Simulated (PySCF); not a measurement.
Atomic charges against the basis set

Species: PO4 (charge -3).
Geometry (PBE0-D3(BJ)/def2-SVP, Å), atoms numbered from 1 in this order:
```
atom  x, y, z in Å
O1    -0.5270    1.3123   -0.7397
P2     0.0081   -0.0063   -0.0079
O3     1.3812    0.3210    0.7451
O4    -1.0768   -0.5027    1.0575
O5     0.2546   -1.1556   -1.0935
```

PBE0 throughout (PySCF), one geometry, spherical d and f functions. Whether so highly charged an anion holds all its electrons in the gas phase wasn't checked; a finite basis holds them in any case. No counter-ion or solvent screens the charge of this multiply charged ion. The geometry's basis has no diffuse functions. Atoms taken as equivalent share a column and are averaged.

Mulliken charges (e):

| basis | functions | O1/O3/O4/O5 | P2 |
| --- | --- | --- | --- |
| pcSseg-0 | 49 | -1.138 | +1.553 |
| cc-pVDZ | 74 | -0.916 | +0.664 |
| aug-cc-pVDZ | 119 | -1.099 | +1.398 |
| cc-pVTZ | 154 | -0.958 | +0.833 |
| IGLO-III | 184 | -1.180 | +1.718 |

IAO charges (e):

```
      basis  functions  O1/O3/O4/O5      P2
   pcSseg-0         49       -1.153  +1.614
    cc-pVDZ         74       -1.196  +1.784
aug-cc-pVDZ        119       -1.213  +1.850
    cc-pVTZ        154       -1.218  +1.874
   IGLO-III        184       -1.225  +1.901
```

Hirshfeld charges (e):

| basis | functions | O1/O3/O4/O5 | P2 |
| --- | --- | --- | --- |
| pcSseg-0 | 49 | -0.797 | +0.187 |
| cc-pVDZ | 74 | -0.767 | +0.068 |
| aug-cc-pVDZ | 119 | -0.744 | -0.025 |
| cc-pVTZ | 154 | -0.761 | +0.042 |
| IGLO-III | 184 | -0.770 | +0.080 |

ESP-fitted charges (e):

```csv
basis,functions,O1/O3/O4/O5,P2
pcSseg-0,49,-1.161,+1.643
cc-pVDZ,74,-1.051,+1.205
aug-cc-pVDZ,119,-1.377,+2.506
cc-pVTZ,154,-1.117,+1.468
IGLO-III,184,-1.223,+1.891
```

Question: Which scheme is steadiest as the basis changes?

Answer: Largest range over the bases for any column: Hirshfeld 0.21 e, IAO 0.29 e, Mulliken 1.05 e, ESP-fitted 1.30 e. Hirshfeld charges move least and ESP-fitted charges most, counted in e.

Question: How much do the charges still move between the two largest bases, cc-pVTZ and IGLO-III?

Answer: At most, over all atoms: Mulliken 0.886 e, IAO 0.027 e, Hirshfeld 0.038 e, ESP-fitted 0.423 e.

Question: What do the same runs give for the total energy and the frontier levels?

Answer: 
```
      basis  energy (Eh)  HOMO (eV)  LUMO (eV)
   pcSseg-0    -640.1670      12.45      22.69
    cc-pVDZ    -641.3521      12.19      22.77
aug-cc-pVDZ    -641.5530       8.77      11.31
    cc-pVTZ    -641.5789      10.79      20.10
   IGLO-III    -641.6463       9.85      17.78
```

Where the HOMO energy of this anion is positive, the outermost electrons may be held by the finite basis alone.
